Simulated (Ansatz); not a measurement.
# H6NSi: the cost of one run

Computed with Ansatz 0.2.0, Gaussian basis. Level: cc-pVDZ, all electrons in the functionals, frozen cores in the correlation of double hybrids and RPA.

To be run: wB97M-V, B2PLYP, RPA-PBE, at 1.012 Å; 1.065 Å; 1.170 Å; 1.276 Å; 1.381 Å.

## Step 1: The system

The geometry derives from fragments relaxed apart (PBE0/def2-TZVP) and kept rigid, so it is no stationary point. A hydrogen atom is moved between rigid fragments.

8 atoms, charge 0, spin multiplicity 2.

Atoms are counted from 1 here; the program's logs count them from 0.

Bond lengths: N1–H2 1.012 Å, N1–H3 1.012 Å, N1–H4 1.012 Å, Si5–H6 1.486 Å, Si5–H7 1.486 Å, Si5–H8 1.486 Å. Angles: H2–N1–H3 107.1°, H2–N1–H4 107.1°, H3–N1–H4 107.1°, H6–Si5–H7 111.3°, H6–Si5–H8 111.3°, H7–Si5–H8 111.3°.

No dispersion term is added; wB97M-V holds VV10 nonlocal correlation.

The geometry shown and the zero of energy belong to the point 1.012 Å. The yardstick, UCCSDT(Q), and other wave-function levels (R restricted, U unrestricted, valence and pair active spaces) come from earlier runs.

## Step 2: wB97M-V, 1.012 Å

in.yaml

```yaml
crystal:
  periodic: [false, false, false]
  atoms:
    - {symbol: N, position_ang: [-1.860024, -0.011841, -0.018431]}
    - {symbol: H, position_ang: [-2.157304, 0.955993, -0.018431]}
    - {symbol: H, position_ang: [-2.157303, -0.414140, 0.861829]}
    - {symbol: H, position_ang: [-0.847563, -0.011841, -0.018431]}
    - {symbol: Si, position_ang: [0.960976, -0.011841, -0.018431]}
    - {symbol: H, position_ang: [1.410949, -1.428094, -0.018431]}
    - {symbol: H, position_ang: [1.410950, 0.696285, -1.244942]}
    - {symbol: H, position_ang: [1.410951, 0.696286, 1.208081]}
basis:
  gaussian: {orbitals: cc-pVDZ}
magnetization: {spin_polarized: true, initial_magnetization: 1}
hamiltonian: {xc: {name: wB97M-V}}
output: {orbitals: {seedname: orbitals}}
```

Command:

```
> ansatz run in.yaml --threads 1 --pin off --events-out ev --progress --plain --max-ram 4096MiB --backend cpu
```

Q: Estimate wall time and peak memory on 1 thread of AMD EPYC 7R13, shared host.

About 6.5 s, with a peak of 0.27 GiB.
